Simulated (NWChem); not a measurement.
System: O cation, quartet

Here is an NWChem input.

```
start job
memory heap 200 mb stack 900 mb global 1100 mb
charge 1
geometry units angstroms noautoz
  O      0.000000     0.000000     0.000000
end
basis spherical
  * library def2-svp
end
dft
  odft
  mult 4
  xc r2scan0
  iterations 150
  mulliken
end
task dft energy
```

Parts of the log:

```
             Northwest Computational Chemistry Package (NWChem) 7.3.0
             --------------------------------------------------------

                             Geometry "geometry" -> ""
                             -------------------------

 Output coordinates in angstroms (scale by  1.889725989 to convert to a.u.)

  No.       Tag          Charge          X              Y              Z
 ---- ---------------- ---------- -------------- -------------- --------------
    1 O                    8.0000     0.00000000     0.00000000     0.00000000

 Effective nuclear repulsion energy (a.u.)       0.0000000000

                                 NWChem DFT Module
                                 -----------------

 Summary of "ao basis" -> "ao basis" (spherical)
 ------------------------------------------------------------------------------
       Tag                 Description            Shells   Functions and Types
 ---------------- ------------------------------  ------  ---------------------
 O                          def2-svp                 6       14   3s2p1d

            General Information
            -------------------
          SCF calculation type: DFT
          Wavefunction type:  spin polarized.
          No. of atoms     :     1
          No. of electrons :     7
           Alpha electrons :     5
            Beta electrons :     2
          Charge           :     1
          Spin multiplicity:     4
          Use of symmetry is: off; symmetry adaption is: off
          Maximum number of iterations: 150
          AO basis - number of functions:    14
                     number of shells:     6
          Convergence on energy requested:  1.00D-06
          Convergence on density requested:  1.00D-05
          Convergence on gradient requested:  5.00D-04

              XC Information
              --------------
                     r^2SCAN0 Method XC Functional
                     Hartree-Fock (Exact) Exchange  0.250
               r^2SCAN metaGGA Exchange Functional  0.750
                     r^2SCAN Correlation Potential  1.000

             Grid Information
             ----------------
          Grid used for XC integration:  medium
          Radial quadrature: Mura-Knowles
          Angular quadrature: Lebedev.
          Tag              B.-S. Rad. Rad. Pts. Rad. Cut. Ang. Pts.
          ---              ---------- --------- --------- ---------
          O                   0.60       49           3.0       434
          Grid pruning is: on
          Number of quadrature shells:    49
          Spatial weights used:  Erf1

      Superposition of Atomic Density Guess
      -------------------------------------

 Sum of atomic energies:         -74.69115387

 Renormalizing density from       8.00 to      7

      Non-variational initial energy
      ------------------------------

 Total energy =     -68.078965
 1-e energy   =     -90.243374
 2-e energy   =      22.164408
 HOMO         =      -1.135284
 LUMO         =      -1.135284

     ---------------------------------------------
      Total Density - Mulliken Population Analysis
     ---------------------------------------------

    Atom       Charge   Shell Charges
 -----------   ------   -------------------------------------------------------
    1 O    8     7.00   2.00  1.46  0.55  2.25  0.75  0.00

     --------------------------------------------
      Spin Density - Mulliken Population Analysis
     --------------------------------------------

    Atom       Charge   Shell Charges
 -----------   ------   -------------------------------------------------------
    1 O    8     3.00   0.00  0.00  0.00  2.25  0.75  0.00

   convergence    iter        energy       DeltaE   RMS-Dens  Diis-err
 ---------------- ----- ----------------- --------- --------- ---------
 d= 0,ls=0.0,diis     1    -74.4541736892 -7.45D+01  3.46D-03  2.87D-02
                                                     1.33D-02  3.24D-02
 d= 0,ls=0.0,diis     2    -74.4622634098 -8.09D-03  2.25D-03  1.38D-03
                                                     9.27D-04  1.60D-04
 d= 0,ls=0.0,diis     3    -74.4627204312 -4.57D-04  1.37D-04  1.47D-05
                                                     8.59D-04  1.07D-04
 d= 0,ls=0.0,diis     4    -74.4627530747 -3.26D-05  8.57D-05  2.07D-06
                                                     5.65D-05  1.16D-07
 d= 0,ls=0.0,diis     5    -74.4627537273 -6.53D-07  9.86D-07  1.46D-10
                                                     2.03D-08  3.58D-12

         Total DFT energy =      -74.462753727309
      One electron energy =      -98.296412148729
           Coulomb energy =       31.903765849741
    Exchange-Corr. energy =       -8.070107428321
 Nuclear repulsion energy =        0.000000000000

 Numeric. integr. density =        6.999999285352

                    DFT Final Alpha Molecular Orbital Analysis
                    ------------------------------------------

 Vector    3  Occ=1.000000D+00  E=-1.096851D+00
              MO Center=  2.3D-15, -4.6D-16, -2.2D-16, r^2= 4.2D-01
   Bfn.  Coefficient  Atom+Function         Bfn.  Coefficient  Atom+Function
  ----- ------------  ---------------      ----- ------------  ---------------
     4      0.787007  1 O  px                 7      0.334085  1 O  px
     5     -0.053720  1 O  py

 Vector    4  Occ=1.000000D+00  E=-1.096851D+00
              MO Center= -9.5D-17,  3.1D-15,  1.1D-16, r^2= 4.2D-01
   Bfn.  Coefficient  Atom+Function         Bfn.  Coefficient  Atom+Function
  ----- ------------  ---------------      ----- ------------  ---------------
     5      0.776491  1 O  py                 8      0.329621  1 O  py
     6      0.130225  1 O  pz                 9      0.055280  1 O  pz
     4      0.050670  1 O  px

[...]
```

Level: r2SCAN0/def2-SVP, spin-unrestricted. No stability test was run on the SCF state.
